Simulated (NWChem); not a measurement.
DMSO (C$_{2}$H$_{6}$OS); SMILES CS(=O)C

```xyz
10

C      0.8218     1.3551     0.1920
S     -0.2088     0.0005    -0.4430
C      0.8151    -1.3591     0.1922
O     -1.4602     0.0036     0.3854
H      0.2846     2.2830    -0.0466
H      1.8095     1.3562    -0.2913
H      0.9046     1.2477     1.2834
H      0.8984    -1.2520     1.2835
H      0.2735    -2.2844    -0.0464
H      1.8029    -1.3651    -0.2911
```
Atoms are numbered in this order, from 1.

All runs: NWChem. Pople sets run with spherical d functions. Structure relaxed at the PBE0/def2-SVP level. B3LYP is NWChem's, with the RPA form of VWN correlation. Atomic charges in e: unrestrained fits to the electrostatic potential beside Mulliken populations; buried atoms are poorly determined by the fit.

For level B3LYP/def2-SVP:

```
Property     Value
-----------  -----
Mulliken C1  -0.09
Mulliken S2   0.44
Mulliken C3  -0.09
Mulliken O4  -0.58
```

### Question
Estimate the same quantities for level Hartree-Fock/6-31G*.

### Answer
- Mulliken C1: -0.72
- Mulliken S2: 1.00
- Mulliken C3: -0.72
- Mulliken O4: -0.82
